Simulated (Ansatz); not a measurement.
# SiH (sextet): the correlation ladder, cc-pVQZ

Aim: climb from Hartree-Fock through coupled cluster and multireference methods for SiH (sextet) at one geometry and basis, and see what each rung misses.

Computed with Ansatz 0.2.0, Gaussian basis. Level: cc-pVQZ, core rule «outside noble gas», up to 5 orbitals frozen.

The runs, in order: UHF; CCSD(T) on ROHF; CCSD(T) on UHF; BCCD(T) on ROHF; CCSDT(Q) on ROHF; CCSDT(Q) on UHF; CASSCF and MRCISD+Q, 5 electrons in 5 orbitals; CASSCF and NEVPT2, 5 electrons in 5 orbitals.

9 further runs of the same task are left out: 2 for a known fault of the program, 4 that didn't finish, 3 set aside as unsound or not needed.

## (1) The system

The geometry is a PBE0/def2-TZVP stationary point (not a proven minimum) of the parent state, kept for this charge and spin.

2 atoms, charge 0, spin multiplicity 6.

Atoms are counted from 1 here; the program's logs count them from 0.

Bond lengths: Si1–H2 1.500 Å.

## (2) UHF

File in.yaml:

```yaml
crystal:
  periodic: [false, false, false]
  atoms:
    - {symbol: Si, position_ang: [0.000000, 0.000000, 0.000000]}
    - {symbol: H, position_ang: [0.000000, 0.000000, 1.499536]}
basis:
  gaussian: {orbitals: cc-pVQZ}
magnetization: {spin_polarized: true, initial_magnetization: 5}
hamiltonian: {xc: hf}
output: {orbitals: {seedname: orbitals}}
```

Launch:

```sh
$ ansatz run in.yaml --threads 1 --pin off --events-out ev --progress --plain --max-ram 4096MiB --backend cpu
```

After this run come: CCSD(T) on ROHF; CCSD(T) on UHF; BCCD(T) on ROHF; CCSDT(Q) on ROHF; CCSDT(Q) on UHF; CASSCF and MRCISD+Q, 5 electrons in 5 orbitals; CASSCF and NEVPT2, 5 electrons in 5 orbitals.

Q: Predict the results of all the runs planned. Wanted: UCCSDT(Q) below the RHF energy; RMP2 from UCCSDT(Q); UMP2 from UCCSDT(Q); RCCSD from UCCSDT(Q); RCCSD(T) from UCCSDT(Q); UCCSD(T) from UCCSDT(Q); RCCSDT(Q) from UCCSDT(Q); NEVPT2 valence from UCCSDT(Q); MRCISD+Q valence from UCCSDT(Q).

As calculated:

```
                         quantity                                                                                                   value
   UCCSDT(Q) below the RHF energy                                                                                              -1.0096 eV
              RMP2 from UCCSDT(Q)                                                                                              +290.9 meV
              UMP2 from UCCSDT(Q)                                                                                              +288.0 meV
             RCCSD from UCCSDT(Q)                                                                                               +29.1 meV
          RCCSD(T) from UCCSDT(Q)                                                                                                +9.2 meV
          UCCSD(T) from UCCSDT(Q)                                                                                                +6.3 meV
         RCCSDT(Q) from UCCSDT(Q)                                                                                                +2.9 meV
    NEVPT2 valence from UCCSDT(Q)                                                                                              +437.6 meV
  MRCISD+Q valence from UCCSDT(Q)                                                                                                +5.3 meV
levels within 1 kcal/mol (43 meV)  RCCSD, UCCSD, RCCSD(T), UCCSD(T), BCCD(T), RCCSDT, UCCSDT, RCCSDT(Q), MRCISD valence, MRCISD+Q valence
                    T1 diagnostic                                                                                                   0.014
   effectively unpaired electrons                                                                                                    5.00
```

**Reading.** RCCSD(T) misses by +9.2 meV, 0.9 % of the correlation energy. One determinant dominates. Of the multireference levels listed MRCISD+Q valence comes nearest in total energy (+5.3 meV), which doesn't show that its space is the better one. These misses are within one basis, not against nature; the frozen cores of restricted and unrestricted runs differ, which can shift their rows.
